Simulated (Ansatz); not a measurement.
# AlSiH₅ + CH₄: a complex and its separated parts

The complex below is one end of an elementary step. How strongly is it bound against its free parts?

Computed with Ansatz 0.2.0, Gaussian basis. Level: PBE0-D4/def2-TZVP structures, single points in def2-TZVPP, no counterpoise correction.

Levels: SPW92, PBE-D4, BLYP-D4, r2SCAN-D4, B97M-V, PBE0-D4, B3LYP-D4, r2SCAN0-D4, BHLYP-D4, CAM-B3LYP-D4, wB97X-V, wB97M-V, B2PLYP, PBE-QIDH, RPA on PBE, Hartree-Fock, MP2, CCSD, CCSD(T).

Correlated methods freeze the cores. B3LYP uses VWN-RPA correlation. B2PLYP carries no dispersion term here.

94 further runs of the same task are left out: 94 set aside as unsound or not needed.

### 1 Starting geometry

The complex: 12 atoms, charge 0, spin multiplicity 1.

Atoms are counted from 1 here; the program's logs count them from 0.

Bond lengths: Al1–H3 1.589 Å, Al1–H4 1.589 Å, Al1–Si6 2.459 Å, C2–H5 1.100 Å, C2–H7 1.093 Å, C2–H8 1.088 Å, C2–H9 1.088 Å, Si6–H10 1.492 Å, Si6–H11 1.493 Å, Si6–H12 1.493 Å. Angles: H3–Al1–H4 119.3°, H3–Al1–Si6 119.8°, H4–Al1–Si6 119.9°, H5–C2–H7 113.5°, H5–C2–H8 107.4°, H5–C2–H9 107.5°, H7–C2–H8 108.6°, H7–C2–H9 108.7°, H8–C2–H9 111.2°, Al1–Si6–H10 112.4°, Al1–Si6–H11 110.9°, Al1–Si6–H12 112.4°, H10–Si6–H11 106.9°, H10–Si6–H12 107.0°, H11–Si6–H12 106.9°.

Geometry (Å):

```csv
atom,x (Å),y (Å),z (Å)
Al1,-1.1301,-0.4078,-0.4882
C2,1.3000,0.7680,-1.2784
H3,-0.8565,-1.6428,-1.4500
H4,-1.9184,0.8537,-1.0469
H5,0.9963,0.4842,-0.2601
Si6,-0.7193,-0.6232,1.9265
H7,0.5513,0.5299,-2.0379
H8,2.2136,0.2232,-1.5085
H9,1.4707,1.8428,-1.2812
H10,0.4582,-1.4888,2.2291
H11,-1.8953,-1.2341,2.6146
H12,-0.4703,0.6948,2.5810
```

Its parts: AlSiH₅ holds atoms 1, 3, 4, 6, 10, 11, 12; CH₄ holds atoms 2, 5, 7, 8, 9. Each part counts its atoms afresh in its own runs.

### 2 Relaxing AlSiH₅ alone

The input, relax-a/in.yaml:

```yaml
crystal:
  periodic: [false, false, false]
  atoms:
    - {symbol: Al, position_ang: [-1.130139, -0.407765, -0.488173]}
    - {symbol: H, position_ang: [-0.856463, -1.642792, -1.450045]}
    - {symbol: H, position_ang: [-1.918426, 0.853697, -1.046865]}
    - {symbol: Si, position_ang: [-0.719334, -0.623212, 1.926458]}
    - {symbol: H, position_ang: [0.458174, -1.488821, 2.229122]}
    - {symbol: H, position_ang: [-1.895265, -1.234060, 2.614554]}
    - {symbol: H, position_ang: [-0.470293, 0.694796, 2.580998]}
basis:
  gaussian: {orbitals: def2-TZVP}
hamiltonian: {xc: pbe0, dispersion: d4}
relax: {f_tol: 0.005, max_steps: 200}
```

Launch:

```bash
$ ansatz run in.yaml --threads 4 --pin off --events-out ev --progress --plain --max-ram 9574MiB
```

Further steps of the session: Relaxing CH₄ alone; SPW92/def2-TZVPP; PBE-D4/def2-TZVPP; BLYP-D4/def2-TZVPP; r2SCAN-D4/def2-TZVPP; B97M-V/def2-TZVPP; PBE0-D4/def2-TZVPP; B3LYP-D4/def2-TZVPP; r2SCAN0-D4/def2-TZVPP; BHLYP-D4/def2-TZVPP; CAM-B3LYP-D4/def2-TZVPP; wB97X-V/def2-TZVPP; wB97M-V/def2-TZVPP; B2PLYP/def2-TZVPP; PBE-QIDH/def2-TZVPP; RPA on PBE/def2-TZVPP; CCSD(T)/def2-TZVPP; Vibrations of AlSiH₅; Vibrations of CH₄.

**Question.** What will these runs give? Wanted: complex less parts, CCSD(T)/def2-TZVPP; with zero-point energy; largest T1 diagnostic.

The runs gave:

```
                              quantity         value
complex less parts, CCSD(T)/def2-TZVPP  -10.6 kJ/mol
                with zero-point energy   -5.6 kJ/mol
                 largest T1 diagnostic         0.012
```

In words: At CCSD(T) the complex lies 10.6 kJ/mol below its parts. B3LYP-D4 is the best functional here (0.0 kJ/mol from CCSD(T)); SPW92 is the worst (-21.0 kJ/mol). By rung, the mean size of the error is: LDA 21.0, GGA 3.9, meta-GGA 3.3, hybrid 2.9, range-separated hybrid 2.2, double hybrid 3.8 kJ/mol. PBE-D4 gives a relative energy 7.3 kJ/mol too low, an error of 68 % of the reference. The complex's frequency run has imaginary modes: the structure is no minimum, so both the energy and the zero-point correction are in doubt. No counterpoise was applied, and triple zeta lacks some correlation, so the CCSD(T) reference has a basis error of its own, and close matches with it are partly luck.
